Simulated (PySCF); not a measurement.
C4H10, SMILES C(C)(C)C. Geometry: B3LYP-D3(BJ)/def2-SVP.

Calculation: B3LYP-D3(BJ)/def2-SVP (PySCF).

Harmonic wavenumbers (cm⁻¹): 220, 268, 268, 369, 369, 436, 807, 923, 923, 951, 977, 977, 1190, 1190, 1200, 1349, 1349, 1390, 1390, 1412, 1455, 1460, 1460, 1481, 1481, 1486, 3006, 3015, 3015, 3021, 3091, 3091, 3099, 3102, 3105, 3105. Rotational constants (GHz): 7.744, 7.744, 4.487; symmetry number 3.

Problem. Work out the zero-point energy and the ideal-gas rigid-rotor harmonic-oscillator thermochemistry at 298.15 K and 1 atm.

Solution. ZPE = ½ Σ hcν = ½ × 57432 cm⁻¹ = 343.52 kJ/mol. H − E(el) = 360.89 kJ/mol. Entropy in J/(mol K): translation 159.41, rotation 93.77, vibration 38.80, total 291.98. G − E(el) = 273.83 kJ/mol. Cp = 92.92 J/(mol K).
